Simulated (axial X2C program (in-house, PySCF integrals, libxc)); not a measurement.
# NSiO⁺: bond lengths and stretches, held linear

Aim: the two bond lengths and stretching wavenumbers of linear NSiO⁺, with and without spin–orbit coupling, at PBE0, BHandHLYP.

Computed with an in-house X2C program for linear molecules on PySCF integrals. Level: all-electron X2C, two-component (2c) or spin-free, N dyall-av3z, Si dyall-v3z, O dyall-av3z.

All values are calculated.

2 further runs of the same task are left out: 2 set aside as unsound or not needed.

### Step 1. The job

Contents of task.json:

```json
{"zs": [7, 14, 8], "q": 1, "bas": ["dyall-av3z", "dyall-v3z", "dyall-av3z"], "r0": [1.67, 1.64], "symm": 0, "scan": ["PBE0", "HF", "BHandHLYP"], "levels": ["PBE0", "HF", "B3LYP"], "nst": 2}
```

Keys: zs atomic numbers; q charge; bas basis sets; r0 starting distance in Å; symm equal bonds; scan levels of the two-bond scan; levels methods; nst determinants followed.

On the command line:

```bash
$ python solin.py task.json out
```

Masses N 14.003, Si 27.977, O 15.995 u.

### Step 2. Scan at PBE0, 2c

State: Ω = 1 (beyond evenly filled blocks: ω = -1/2, ω = 3/2). Energies above the lowest point, from the job's result record:

| r(N–Si) (Å) | r(Si–O) (Å) | E (meV) |
| --- | --- | --- |
| 1.7530 | 1.4635 | 59.85 |
| 1.7530 | 1.5010 | 15.92 |
| 1.7530 | 1.5385 | 58.67 |
| 1.7980 | 1.4635 | 42.07 |
| 1.7980 | 1.5010 | 0.00 |
| 1.7980 | 1.5385 | 44.96 |
| 1.7980 | 1.5760 | 158.98 |
| 1.8429 | 1.4635 | 58.66 |
| 1.8429 | 1.5010 | 17.79 |
| 1.8429 | 1.5385 | 64.23 |
| 1.8879 | 1.5010 | 61.60 |
| 1.8879 | 1.5760 | 225.83 |

A quadratic surface with cubic terms in each bond gives the minimum at 1.795 and 1.499 Å, force constants 2.7, 9.99 and coupling 0.14 mdyn/Å.

### Step 3. Scan at BHandHLYP, 2c

State: Ω = 1 (beyond evenly filled blocks: ω = -1/2, ω = 3/2). Energies above the lowest point, from the job's result record:

| r(N–Si) (Å) | r(Si–O) (Å) | E (meV) |
| --- | --- | --- |
| 1.7530 | 1.4635 | 7.68 |
| 1.7530 | 1.5010 | 12.85 |
| 1.7530 | 1.5385 | 104.08 |
| 1.7980 | 1.4635 | 0.00 |
| 1.7980 | 1.5010 | 5.91 |
| 1.7980 | 1.5385 | 98.05 |
| 1.7980 | 1.5760 | 258.10 |
| 1.8429 | 1.4635 | 25.66 |
| 1.8429 | 1.5010 | 31.87 |
| 1.8429 | 1.5385 | 124.41 |
| 1.8879 | 1.5010 | 82.54 |
| 1.8879 | 1.5760 | 335.53 |

A quadratic surface with cubic terms in each bond gives the minimum at 1.784 and 1.480 Å, force constants 2.81, 11 and coupling 0.04 mdyn/Å.

### Step 4. Scan at PBE0, spin-free

State: M_S = 1, Λ = 0 (beyond evenly filled blocks: π+α, π-α). Energies above the lowest point, from the job's result record:

| r(N–Si) (Å) | r(Si–O) (Å) | E (meV) |
| --- | --- | --- |
| 1.7530 | 1.4635 | 59.42 |
| 1.7530 | 1.5010 | 15.74 |
| 1.7530 | 1.5385 | 58.70 |
| 1.7980 | 1.4635 | 41.82 |
| 1.7980 | 1.5010 | 0.00 |
| 1.7980 | 1.5385 | 45.17 |
| 1.7980 | 1.5760 | 159.36 |
| 1.8429 | 1.4635 | 58.56 |
| 1.8429 | 1.5010 | 17.94 |
| 1.8429 | 1.5385 | 64.58 |
| 1.8879 | 1.5010 | 61.88 |
| 1.8879 | 1.5760 | 226.48 |

A quadratic surface with cubic terms in each bond gives the minimum at 1.795 and 1.499 Å, force constants 2.7, 9.99 and coupling 0.14 mdyn/Å.

### Step 5. Comparison

| level | r(N–Si) (Å) | r(Si–O) (Å) | lower stretch (cm⁻¹) | upper stretch (cm⁻¹) |
| --- | --- | --- | --- | --- |
| PBE0, 2c | 1.795 | 1.499 | 646.1 | 1312.7 |
| BHandHLYP, 2c | 1.784 | 1.480 | 656.4 | 1380.2 |
| PBE0, spin-free | 1.795 | 1.499 | 646.2 | 1312.8 |
| BHandHLYP, spin-free | 1.784 | 1.480 | 656.5 | 1380.3 |

Scans not shown above were run alike.

What this shows: Over the levels the N–Si bond spans 1.784 to 1.795 Å and the Si–O bond 1.480 to 1.499 Å. At PBE0 spin–orbit coupling leaves both bonds unchanged to 0.001 Å. Each state is one determinant, the lowest of a limited PBE0 search; the stretches come from a fit to few points and are good to some per cent at best. The molecule was held linear; bending was not examined, so a bent shape may lie lower. Open-shell Ω = 0 determinants with evenly filled partner blocks cannot be reached by this program, so the Ω shown need not be the lowest component. Note: several unpaired electrons, one determinant need not be a pure state.
